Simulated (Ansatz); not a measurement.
**Structure relaxation of CsV₃**

These are results of DFT PBE, scalar-relativistic, plane waves, PAW in Ansatz, not measurements. Cutoff 420 eV, Γ-centred k mesh, Gaussian smearing, no spin polarisation in the final step.

CsV₃ was placed on the Cu3Au (L1_2) structure type (Pm-3m, No. 221), with Cs in place of Au, V in place of Cu, at a guessed volume.

```
Cs V
1.0
     4.34891    0.00000    0.00000
     0.00000    4.34891    0.00000
     0.00000    0.00000    4.34891
Cs V
1 3
Direct
  0.00000 0.00000 0.00000
  0.00000 0.50000 0.50000
  0.50000 0.00000 0.50000
  0.50000 0.50000 0.00000
```

Cell and atoms relax at zero pressure; the relaxation can't lower the symmetry of the start. After a coarse first stage the cell is made exact in the group found at 0.06 Å.

Formation energies are uncorrected and refer to the elements' standard structures at the same level.

Problem. What does it relax into?

Solution. It keeps Pm-3m (No. 221). The result has the Cu3Au (L1_2) structure. Conventional cell: a = 4.120 Å. Cs is coordinated by 12 V at 2.91 Å; V has 4 Cs at 2.91 Å and 8 V at 2.91 Å.

```xyz
4
Lattice="4.1204 0.0000 0.0000 0.0000 4.1204 0.0000 0.0000 0.0000 4.1204" Properties=species:S:1:pos:R:3 pbc="T T T"
Cs    0.0000    0.0000    0.0000
V     0.0000    2.0602    2.0602
V     2.0602    0.0000    2.0602
V     2.0602    2.0602    0.0000
```

Problem. What are its volume, energy, density and gap?

Solution. The volume per atom is 17.49 Å³, the density is 6.78 g/cm³ and the energy over the elements is 1.89 eV/atom. The gap on the 12×12×12 mesh is 0 eV (a metal).

The final run used a 12×12×12 mesh on its 4-atom cell and 0.10 eV smearing. The k mesh leaves about 4 meV/atom of noise in metals. Symmetry constrained the relaxation, so the result can be a saddle point. The steps took of the order of 60 core-seconds in all.

Cost: 3 runs of about 0.97 core-minutes in all, on Intel Xeon Platinum 8259CL (Skylake/Cascade Lake) (shared hosts).